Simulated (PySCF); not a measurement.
Members of the series nitrenes, diatomics and small unsaturated species; each row names its spin state. Gas-phase values, no solvent. One relaxed conformer stands for each flexible species; it need not be the lowest. Strings in code marks are SMILES.

Level of theory: PBE-D3(BJ)/def2-TZVP // B3LYP-D3(BJ)/def2-TZVP run with PySCF 2.14.0. All candidates: neutral, multiplicity 3. 

The dipole moment is 0.00 D and the highest occupied spin orbital comes out as -4.82 eV.

**Question.** Identify which member has these values.
(A) `O=S` (lower triplet)
(B) `[Si]=[Si]` (lower triplet)
(C) `[C]=[SiH2]` (near-degenerate triplet)
(D) `[Si]=[SiH2]` (excited triplet)

**Answer.** B, `[Si]=[Si]` (lower triplet). The others give `[Si]=[SiH2]` (excited triplet): 1.08 D, -4.59 eV; `[C]=[SiH2]` (near-degenerate triplet): 2.22 D, -5.85 eV; `O=S` (lower triplet): 1.45 D, -6.04 eV
